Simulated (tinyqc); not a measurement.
Inside a calculation. Method: CIS and TDHF on RHF in the sto-6g basis, for LiH, spin multiplicity 1. One step of it, computed by the program tinyqc.

Problem. CIS matrix, triplets. A(ia,jb) = (e_a - e_i) d_ij d_ab - (ij|ab).

orbital energies (hartree): MO1 -2.385624, MO2 -0.291975, MO3 0.079234, MO4 0.162629, MO5 0.162629, MO6 0.567316

Two-electron integrals over orbitals (pq|rs), unique and non-zero (hartree):
```
p,q,r,s,(pq|rs)
1,1,1,1,1.664270
2,1,1,1,-0.114403
2,1,2,1,0.014307
2,2,1,1,0.376719
2,2,2,1,0.007003
2,2,2,2,0.495300
3,1,1,1,-0.140816
3,1,2,1,0.011811
3,1,2,2,-0.016441
3,1,3,1,0.022745
3,2,1,1,0.013403
3,2,2,1,-0.003549
3,2,2,2,-0.045896
3,2,3,1,-0.000140
3,2,3,2,0.011582
3,3,1,1,0.399984
3,3,2,1,-0.011511
3,3,2,2,0.224961
3,3,3,1,0.001836
3,3,3,2,0.006335
3,3,3,3,0.340193
4,1,4,1,0.010057
4,2,4,1,0.007415
4,2,4,2,0.023448
4,3,4,1,0.010218
4,3,4,2,0.018972
4,3,4,3,0.041384
4,4,1,1,0.396944
4,4,2,1,-0.004216
4,4,2,2,0.273726
4,4,3,1,-0.004689
4,4,3,2,0.004966
4,4,3,3,0.282689
4,4,4,4,0.313125
5,1,5,1,0.010057
5,2,5,1,0.007415
5,2,5,2,0.023448
5,3,5,1,0.010218
5,3,5,2,0.018972
5,3,5,3,0.041384
5,4,5,4,0.016875
5,5,1,1,0.396944
5,5,2,1,-0.004216
5,5,2,2,0.273726
5,5,3,1,-0.004689
5,5,3,2,0.004966
5,5,3,3,0.282689
5,5,4,4,0.279374
5,5,5,5,0.313125
6,1,1,1,0.052470
6,1,2,1,-0.009227
6,1,2,2,-0.006246
6,1,3,1,-0.002616
6,1,3,2,0.001481
6,1,3,3,0.010066
6,1,4,4,0.000313
6,1,5,5,0.000313
6,1,6,1,0.008466
6,2,1,1,-0.034765
6,2,2,1,0.005406
6,2,2,2,0.132232
6,2,3,1,-0.000034
6,2,3,2,-0.032714
6,2,3,3,-0.011406
6,2,4,4,-0.012720
6,2,5,5,-0.012720
6,2,6,1,0.000080
6,2,6,2,0.124484
6,3,1,1,0.013966
6,3,2,1,-0.003661
6,3,2,2,-0.049821
6,3,3,1,0.004650
6,3,3,2,0.007784
6,3,3,3,0.035528
6,3,4,4,0.001030
6,3,5,5,0.001030
6,3,6,1,0.004007
6,3,6,2,-0.029901
6,3,6,3,0.025151
6,4,4,1,-0.006156
6,4,4,2,-0.019603
6,4,4,3,-0.014153
6,4,6,4,0.019904
6,5,5,1,-0.006156
6,5,5,2,-0.019603
6,5,5,3,-0.014153
6,5,6,5,0.019904
6,6,1,1,0.364150
6,6,2,1,0.003992
6,6,2,2,0.458997
6,6,3,1,-0.011260
6,6,3,2,-0.040821
6,6,3,3,0.241475
6,6,4,4,0.269719
6,6,5,5,0.269719
6,6,6,1,-0.002548
6,6,6,2,0.139489
6,6,6,3,-0.042464
6,6,6,6,0.457792
```

Give: CIS matrix A, triplet.

Solution.

CIS matrix A, triplet (hartree):
```
,1>3,1>4,1>5,1>6,2>3,2>4,2>5,2>6
1>3,2.0649,0.0000,0.0000,-0.0140,0.0115,0.0000,0.0000,0.0037
1>4,0.0000,2.1513,0.0000,0.0000,0.0000,0.0042,0.0000,0.0000
1>5,0.0000,0.0000,2.1513,0.0000,0.0000,0.0000,0.0042,0.0000
1>6,-0.0140,0.0000,0.0000,2.5888,0.0037,0.0000,0.0000,-0.0040
2>3,0.0115,0.0000,0.0000,0.0037,0.1462,0.0000,0.0000,0.0498
2>4,0.0000,0.0042,0.0000,0.0000,0.0000,0.1809,0.0000,0.0000
2>5,0.0000,0.0000,0.0042,0.0000,0.0000,0.0000,0.1809,0.0000
2>6,0.0037,0.0000,0.0000,-0.0040,0.0498,0.0000,0.0000,0.4003
```
